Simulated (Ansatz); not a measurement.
# C2H5Al: up Jacob's ladder to CCSD(T)

One table from this session's results is given with a row withheld; the runs are named, their logs left out.

The runs use Ansatz 0.2.0, Gaussian basis; functionals in def2-TZVPP, the program's frozen cores in correlated methods.

Levels to be run: LDA (SPW92), PBE-D4, revPBE-D4, BLYP-D4, r2SCAN-D4, B97M-V, PBE0-D4, B3LYP-D4, r2SCANh-D4, r2SCAN0-D4, HSE06-D4, BHLYP-D4, CAM-B3LYP-D4, LC-ωPBE, ωB97X-V, ωB97M-V, B2PLYP, PBE-QIDH; CCSD(T)/def2-SVP; CCSD(T)/def2-TZVPP; MP2/def2-QZVPP; extrapolation to the limit; RPA on PBE.

## The relaxed structure

The geometry comes from an earlier relaxation with PBE0-D4 in a triple-zeta def2 set; it is a stationary point, not always the lowest conformer.

8 atoms, charge 0, spin multiplicity 1.

Atoms are counted from 1 here; the program's logs count them from 0.

Bond lengths: C1–C2 1.585 Å, C1–Al3 1.905 Å, C1–H4 1.089 Å, C1–H5 1.089 Å, C2–Al3 1.905 Å, C2–H6 1.089 Å, C2–H7 1.089 Å, Al3–H8 1.574 Å. Angles: C2–C1–Al3 65.4°, C2–C1–H4 114.8°, C2–C1–H5 114.7°, Al3–C1–H4 122.1°, Al3–C1–H5 122.0°, H4–C1–H5 110.0°, C1–C2–Al3 65.4°, C1–C2–H6 114.7°, C1–C2–H7 114.7°, Al3–C2–H6 122.1°, Al3–C2–H7 122.1°, H6–C2–H7 110.0°, C1–Al3–C2 49.1°, C1–Al3–H8 155.4°, C2–Al3–H8 155.4°.

The first run:

The input, in.yaml:

```yaml
crystal:
  periodic: [false, false, false]
  atoms:
    - {symbol: C, position_ang: [-0.720477, 0.214947, -0.471521]}
    - {symbol: C, position_ang: [0.762368, 0.479068, 0.020700]}
    - {symbol: Al, position_ang: [-0.018256, -1.127499, 0.683874]}
    - {symbol: H, position_ang: [-0.823882, 0.058983, -1.544175]}
    - {symbol: H, position_ang: [-1.450912, 0.946724, -0.130058]}
    - {symbol: H, position_ang: [0.884912, 1.363170, 0.644356]}
    - {symbol: H, position_ang: [1.512230, 0.474108, -0.768801]}
    - {symbol: H, position_ang: [-0.053984, -2.466603, 1.509824]}
basis:
  gaussian: {orbitals: def2-TZVPP}
hamiltonian: {xc: lda}
output: {orbitals: {seedname: orbitals}}
```

Command:

```console
ansatz run in.yaml --threads 2 --pin off --events-out ev --progress --plain --max-ram 4352MiB
```

Among the steps run: LDA; PBE-D4 (GGA); revPBE-D4 (GGA); BLYP-D4 (GGA); r2SCAN-D4 (meta-GGA); B97M-V (meta-GGA); PBE0-D4 (hybrid); B3LYP-D4 (hybrid); r2SCANh-D4 (hybrid); r2SCAN0-D4 (hybrid); HSE06-D4 (hybrid); BHLYP-D4 (hybrid); CAM-B3LYP-D4 (range-separated); LC-ωPBE (range-separated); ωB97X-V (range-separated); ωB97M-V (range-separated); B2PLYP (double hybrid); PBE-QIDH (double hybrid).

One table of the session follows, with a row left open; its other results are not shown here.

```
  functional  HOMO (eV)  gap (eV)
 LDA (SPW92)      -4.87      2.61
      PBE-D4      -4.75      2.72
   revPBE-D4      -4.70      2.78
     BLYP-D4      -4.62      2.68
   r2SCAN-D4      -4.92      3.24
      B97M-V      -4.96      3.07
     PBE0-D4      -5.83      4.57
    B3LYP-D4      -5.64      4.16
  r2SCANh-D4      -5.33      3.90
  r2SCAN0-D4      -5.94      4.88
    HSE06-D4      -5.43      3.81
    BHLYP-D4          ?         ?
CAM-B3LYP-D4      -7.14      6.79
     LC-ωPBE      -8.47      9.22
     ωB97X-V      -8.12      8.75
     ωB97M-V      -7.98      8.30
```

Q: Estimate the row for BHLYP-D4 from the others.

Worked estimate for «HOMO (eV)». Against the share of exact exchange, BLYP-D4 (0, -4.62), B3LYP-D4 (0.2, -5.64) give a slope of -5.10 per unit share; at 0.5 the line stands at -7.17.

As computed: HOMO (eV): -6.82; gap (eV): 6.31. In «HOMO (eV)» the line misses by -0.35.
